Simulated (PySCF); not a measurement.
# Reproducing measurements on PN

**Measured values to compare with.**

From NIST CCCBDB Release 22 (SRD 101), experimental dipoles, for the gas: dipole moment (microwave Stark effect, equilibrium value μe) 2.751 ± 0.0008 D.

From Liu, Meijer, Perez-Rios, Phys. Chem. Chem. Phys. 22 (2020) 24191, for the gas: dipole moment 2.7514 D.

The results are set against them at the end.

Compound: PN.
SMILES with atom numbers: `[N:1]#[P:2]`

Geometry (GFN2-xTB, Å), atoms numbered from 1 in this order:
```
atom  x, y, z in Å
N1     0.731   -0.003   -0.003
P2    -0.728    0.004   -0.011
```

The PySCF runs (gas phase, on this GFN2-xTB geometry; no spin–orbit coupling):

```json
{"level": "CAM-B3LYP/def2-SVPD", "job": "8 singlets by full TDDFT, 3 Tamm–Dancoff triplets, polarisability", "basis functions": "44", "wall time": "1.0 s"}
```

Hardware: Arm Neoverse V1, one thread, on a shared host.

## Comparison

**Dipole moment.** Measured: 2.751 D (NIST CCCBDB Release 22 (SRD 101), experimental dipoles) and 2.7514 D (Liu, Meijer, Perez-Rios, Phys. Chem. Chem. Phys. 22 (2020) 24191). Differences are taken against the first.

| level | computed (D) | computed − measured (D) | % (from the printed values) |
| --- | --- | --- | --- |
| CAM-B3LYP/def2-SVPD | 2.982 | +0.231 | +8 |

The computed dipoles belong to one fixed geometry; measured ones are averaged over vibrations unless marked μe. Magnitudes are compared, not signs.

The geometry is computed, not the measured one. Where a level misses, the cause wasn't examined.
